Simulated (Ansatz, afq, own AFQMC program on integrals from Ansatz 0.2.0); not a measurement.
Two steps: Ansatz 0.2.0 writes the Fock matrix and Cholesky factors of the valence space, and afq projects on them the lowest state that overlaps trial and start.

```yaml
crystal:
  periodic: [false, false, false]
  atoms:
    - {symbol: B, position_ang: [0.034449, 0.000000, -1.448326]}
    - {symbol: N, position_ang: [-0.167321, 0.000000, -0.202560]}
    - {symbol: Ga, position_ang: [0.132872, 0.000000, 1.650887]}
basis:
  gaussian: {orbitals: cc-pVDZ}
magnetization: {spin_polarized: true, initial_magnetization: 1}
correlation: {method: ccsd_t, electrons: outside_noble_gas, hamiltonian_folder: ham}
```

```sh
$ ansatz run in.yaml --threads 1 --pin off --events-out ev --progress --plain --max-ram 1382MiB
```

Options of the walk:

```
--method phaseless --trial hf --walkers 120 --populations 1 --least-time 40 --time-step 0.005 --steps-per-block 20 --equilibration-blocks 112 --max-blocks 600 --target-error 0.0012000 --factor-cut 1e-05 --start spin_pure --seed 6938 --taylor-order 6
```

Times are imaginary, in 1/Eh. The walk had a cap of 1475 s. Filled inner d shells are frozen with the cores.

```
orbitals 39  electrons 6 5  factors 301 of 593
reference energy -2002.32835317 Eh
CCSD correlation -0.27326523 Eh in 16 cycles, weight of the determinant in the CISD state 0.8458
energy of the start -2002.330432 Eh
 block  time / (1/Eh)  mean weight  energy / Eh
     1     0.100  1.0011  -2002.396078
     2     0.200  1.0026  -2002.429412
     3     0.300  1.0001  -2002.456521
     4     0.400  1.0015  -2002.489002
     5     0.500  1.0007  -2002.521692
    10     1.000  1.0017  -2002.562298
    86     8.600  1.0008  -2002.609304
   171    17.100  0.9989  -2002.621952
   188    18.800  1.0007  -2002.568838
   256    25.600  1.0002  -2002.618300
   341    34.100  0.9997  -2002.633292
   392    39.200  1.0000  -2002.681994
   426    42.600  1.0004  -2002.655609
   511    51.100  0.9974  -2002.600805
   596    59.600  0.9998  -2002.591334
   681    68.100  0.9980  -2002.614676
   698    69.800  1.0014  -2002.659237
blocks merged  error / Eh  count
     1  0.001180  600
     2  0.001552  300
     4  0.001934  150
     8  0.002349  75
    16  0.002760  37
    32  0.002786  18
    64  0.002922  9
energy -2002.623579 +/- 0.002786 Eh
(rows thinned)
```

Q: Estimate how long the walk took on 1 thread of Intel(R) Xeon(R) 6975P-C (Granite Rapids), on a shared host.

A: 3 min of wall time.

The run passed its tests (sampling time, drift between the halves within three errors, error under three times the target), which doesn't prove that it has relaxed.

Against this walk (error 75.8 meV) on the same determinant: CCSD(T) 259.5 meV higher, CCSDT(Q) 192.7 meV higher, a separate phaseless walk with a CISD trial and standard settings 249.4 ± 79.0 meV higher. The error is statistical and leaves out the bias of the constraint.

Cautions: constraint bias not in the error; error above the target (75.8 against 32.7 meV); no relativity below Rb; no spin-orbit coupling; inner d shell frozen; unrestricted determinant slightly spin contaminated (⟨S²⟩ 0.83 against 0.75).

CCSDT and higher add their correlation energy to the determinant of the CCSD(T) run, since their own runs factorise the integrals more tightly (a shift of under 2 meV). A walk keeps the symmetry of its determinant, which the program's search chose and which needn't be the lowest solution, so a lower state of the same spin and another symmetry isn't excluded.
